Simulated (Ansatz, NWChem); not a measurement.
## The same job for NWChem

Ansatz 0.2.0 runs this on doublet [C2H3F3]+:

molecule.yaml:
```yaml
crystal:
  periodic: [false, false, false]
  atoms:
    - {symbol: F, position_ang: [-1.142800, -0.681000, 1.163100]}
    - {symbol: C, position_ang: [-0.188200, 0.195100, 0.711800]}
    - {symbol: C, position_ang: [0.172900, -0.152400, -0.711300]}
    - {symbol: F, position_ang: [0.824200, -1.335800, -0.756500]}
    - {symbol: F, position_ang: [1.011700, 0.803600, -1.182200]}
    - {symbol: H, position_ang: [0.701700, 0.118900, 1.342500]}
    - {symbol: H, position_ang: [-0.588500, 1.211500, 0.747300]}
    - {symbol: H, position_ang: [-0.698800, -0.217000, -1.370500]}
basis:
  gaussian:
    orbitals: 6-31G_st_-spherical.json
total_charge: 1
magnetization:
  spin_polarized: true
  initial_magnetization: 1
hamiltonian:
  xc: {name: B3LYP}
accuracy: high
output: {orbitals: {seedname: orbitals}}
```

```bash
$ ansatz run molecule.yaml --threads 1 --pin off --max-ram 3480MiB --events-out events.jsonl --progress --plain --runs-dir runs
```

(Basis files named in the input come from the Basis Set Exchange and aren't shown.)

The shape is that of a PBE0-D4/def2-TZVP optimisation. This is one conformer, not always the lowest. That shape belongs to the parent species and isn't relaxed for this state.

It gives a total energy of -377.079097 Eh.

Translate the job to NWChem 7.3.0 as an input file of the program's own.

For example:

struct.xyz:
```
8
C2H3F3 B3LYP
F     -1.142800    -0.681000     1.163100
C     -0.188200     0.195100     0.711800
C      0.172900    -0.152400    -0.711300
F      0.824200    -1.335800    -0.756500
F      1.011700     0.803600    -1.182200
H      0.701700     0.118900     1.342500
H     -0.588500     1.211500     0.747300
H     -0.698800    -0.217000    -1.370500
```

struct.nw:
```
start struct
title "C2H3F3 B3LYP"
memory total 2200 mb
charge 1

geometry units angstrom noautosym nocenter noautoz
   load struct.xyz
end

basis spherical bse
   F library 6-31G*
   C library 6-31G*
   H library 6-31G*
end

dft
   xc b3lyp
   mult 2
   grid xfine
   convergence energy 1e-08
   iterations 100
   mulliken
end

task dft
```

```bash
$ nwchem struct.nw > struct.out
```

Its energy is -377.079098 Eh, the same as the first but for the last digit, at most.
